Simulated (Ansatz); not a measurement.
**AlH$_{3}$, singlet in aug-cc-pVDZ: errors against full CI**

Geometry: a point of a stretch scan, not a stationary point.

```yaml
atoms:
  - { symbol: Al, position_ang: [0.0335, -0.0568, 0.0001] }
  - { symbol: H, position_ang: [1.6193, -0.0417, 0.0000] }
  - { symbol: H, position_ang: [-1.7696, 2.9989, -0.0061] }
  - { symbol: H, position_ang: [-0.7464, -1.4376, 0.0030] }
```

Basis aug-cc-pVDZ; Ansatz 0.2.0. Correlated methods freeze the noble-gas cores, which leaves 6 electrons in 49 orbitals. Prefix R: restricted or restricted open-shell reference; prefix U: unrestricted. Active spaces: pair = (2e, 2o) about the gap; valence = (6e, 7o) chosen from the atoms' valence shells.

Full CI is exact within this basis and frozen core; it isn't the basis-set limit. The frozen core follows each run's orbitals, which can shift R against U totals by a few meV.

Unrestricted rows (U) aren't spin-pure: their determinants' ⟨S²⟩ exceeds S(S+1) by up to 0.95, so they mix in states of higher spin.

The UHF ⟨S²⟩ is 0.949. The T1 diagnostic (RCCSD) is 0.0864 and the largest doubles amplitude (RCCSD) is 0.493.

```csv
level,E − E(full CI) (mEh),share of correlation (%),wall time
RHF,157.19,0.00,–
UHF,88.46,43.73,–
RMP2,59.64,62.06,–
UMP2,28.85,81.64,–
CISD,23.61,84.98,1 s
RCCSD*,7.66,95.13,–
UCCSD,5.75,96.34,–
RCCSD(T)*,0.27,99.83,1.4 s
UCCSD(T),3.65,97.68,8 s
BCCD(T)*,1.26,99.20,1.1 s
RCCSDT*,0.40,99.75,–
UCCSDT,0.46,99.71,–
RCCSDT(Q)*,-0.08,100.05,5.5 s
UCCSDT(Q),0.04,99.97,31 s
RCCSDTQ*,0.00,100.00,6 s (H100)
CASSCF (pair space),82.59,47.46,–
NEVPT2 (pair space),22.74,85.54,0.58 s
MRCISD (pair space),3.94,97.49,–
MRCISD+Q (pair space),-0.70,100.44,3.6 s (H100)
CASSCF (valence space),50.81,67.68,–
NEVPT2 (valence space),18.02,88.54,1.4 s
MRCISD (valence space),1.59,98.99,–
MRCISD+Q (valence space),-0.19,100.12,2.7 s
MRCISD+Q(relaxed) (valence space),-0.70,100.45,2.6 s
```

An asterisk marks runs whose energy the program itself flagged as in doubt.

The correlation energy at full CI, counted from RHF, is -4.277 eV. That run took 12 s on 2 threads of AMD EPYC 7R13 with a shared H100 80 GB, shared host over 85,404,472 determinants.

Times hold each run's SCF and search for its determinant on a shared host, so for small cases they say little of a method's own cost; rows without a card ran on 1 thread of AMD EPYC 7R13.

Not variational, and here over 5 meV under the exact energy: MRCISD+Q (pair space), MRCISD+Q (valence space), MRCISD+Q(relaxed) (valence space).

The full-CI state has the irrep A1 of C2v, in the program's axes.

Natural occupations of full CI about the gap: 1.951 1.942 1.482 0.505 0.026 0.020 0.016 0.009 0.009 0.008; effectively unpaired electrons, Σ n²(2−n)², 1.19. No single determinant describes this state well, so single-reference rows can miss without a flag.
